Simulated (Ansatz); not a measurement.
# C₃H₄, singlet: CASSCF and its corrections

Calculated in Ansatz's Gaussian-basis code; NEVPT3, NEVPT4(SD), MRCISD by development code. Basis cc-pVDZ, nonrelativistic, 3 orbitals frozen in the corrections. State-specific CASSCF; RHF is the lowest restricted (open-shell) Hartree–Fock solution met. Letters tell apart solutions met in one space. Solutions may break the symmetry of the shape. The lowest solution met needn't be the lowest there is, nor hold the orbitals that a chemist would pick.

Geometry:

```xyz
7

C     0.0000    0.0000    0.0000
C     0.0000    0.0000   -1.3112
C     0.0000    0.0000    1.3112
H     0.0000    0.9268   -1.8766
H     0.0000   -0.9268   -1.8766
H     0.0000   -0.9268    1.8766
H     0.0000    0.9268    1.8766
```

CASSCF less RHF, in eV, and natural occupations:

```json
{"CAS": "(4,4) a", "CASSCF": "-1.922", "occupations": "1.91, 1.00, 1.00, 0.09"}
{"CAS": "(4,4) b", "CASSCF": "-1.285", "occupations": "1.98, 1.91, 0.09, 0.02"}
```

What totals less RHF do the corrections give on each solution?



| CAS | SC-NEVPT2 | FIC-NEVPT2 | NEVPT3 | NEVPT4(SD) | MRCISD |
| --- | --- | --- | --- | --- | --- |
| (4,4) a | -11.333 | -11.352 | -12.180 | -12.516 | -11.294 |
| (4,4) b | -10.479 | -10.528 | -11.500 | -11.934 | -10.719 |

In CAS(4,4), is the solution lowest in CASSCF also lowest after SC-NEVPT2?

Yes: (4,4) a stays lowest, 0.85 eV under the next.

How do single-reference totals in the same basis and frozen core stand against SC-NEVPT2 in CAS(4,4) a?

CCSD(T) -0.546 eV. Coupled cluster stands on the determinant that it favours, which can lie over the RHF solution above, and is in doubt where the occupations are far from 0, 1 and 2.

Roughly how much CPU time does a whole run from the default start take (median of such runs, summed over threads; nearly all runs on one pinned thread of a shared server, mostly Xeon at 2.3 to 2.6 GHz, by a development driver)?

CAS(4,4) a: about 2.9 s. Other jobs ran beside these, and the count of passes differs.
